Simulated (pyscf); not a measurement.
Single points on ωB97X-D3(BJ)/def2-SVP structures (PySCF, gas phase).

SMILES: F[SiH2]N[SiH3]
```xyz
10

F     -1.7412     0.7752     1.7774
Si    -2.0690    -0.3458     0.6388
N     -0.6420    -1.0843     0.0262
Si     0.3695    -0.5037    -1.2757
H     -2.7573     0.3622    -0.4668
H     -2.9109    -1.3749     1.2995
H     -0.2795    -1.8666     0.5669
H      0.6547    -1.5943    -2.2534
H     -0.3835     0.5929    -1.9444
H      1.6787     0.0218    -0.7878
```

What are the homolytic bond dissociation enthalpies (298 K) of `[F][SiH2][NH][SiH3]` at ωB97M-D3(BJ)/def2-TZVP, weakest first?

H–Si to F–SiH₂–NH–SiH₂• + H•: 91.9 kcal/mol; H–Si to F–SiH•–NH–SiH₃ + H•: 96.8 kcal/mol; H–N to F–SiH₂–N•–SiH₃ + H•: 109.7 kcal/mol; N–Si to •HN–SiH₂–F + SiH₃•: 110.2 kcal/mol; N–Si to F–SiH₂• + •HN–SiH₃: 118.0 kcal/mol; F–Si to F• + •H₂Si–NH–SiH₃: 156.0 kcal/mol. Ring and multiple bonds, and those that leave no two simple radicals, are not listed. •HN–SiH₃ lies 20.8 kcal/mol over its isomer H₂N–SiH₂•, and others may lie lower still (electronic energy, ωB97M-D3(BJ)). F–SiH•–NH–SiH₃ lies 5.1 kcal/mol over its isomer F–SiH₂–NH–SiH₂•, and others may lie lower still (electronic energy, ωB97M-D3(BJ)). Other isomers of •H₂Si–NH–SiH₃, F–SiH₂–NH–SiH₂• were not searched in full and may lie lower. Left out: the spin-orbit lowering of F.
